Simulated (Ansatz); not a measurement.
Results of PBEsol (PAW; Ansatz, an electronic-structure program) for hcp Os.

Run with plane-wave cutoff 520 eV, 24×24×14 k mesh (along the axes of the cell as run), Fermi–Dirac smearing 0.05 eV, no spin polarisation, scalar-relativistic PAW data made under PBE.

Results at a series of volumes:

```tsv
V (Å³/atom)	E − E_lowest (meV/atom)	P (GPa)
13.336	32.36	19.41
13.614	7.78	9.15
13.891	0.00	0.00
14.169	7.20	-8.15
14.447	27.76	-15.41
```

Estimate the bulk modulus from the pressures at 13.614 and 14.169 Å³/atom, and compare it with a fit to all energies.

B = −V dP/dV. Between V = 13.614 and 14.169 Å³/atom, dP/dV = (-8.15 − (9.15))/(14.169 − 13.614) = -31.2 GPa per Å³/atom; at the midpoint 13.892 Å³/atom this gives B ≈ 433 GPa. The third-order Birch–Murnaghan fit gives V0 = 13.891 Å³/atom, B0 = 431 GPa, B′ = 4.8, which lies within 1 % of that estimate.

Shape and atoms are relaxed at each volume.

Measured, for comparison: bulk modulus 425 GPa (zero-point energy and finite temperature contributions removed; as tabulated in doi:10.1021/acs.jctc.3c00612). Computed (rounded) less measured: bulk modulus +1 %.

Note: the bulk modulus comes from volumes at which shape and atoms were relaxed.

Spin–orbit coupling is not included.
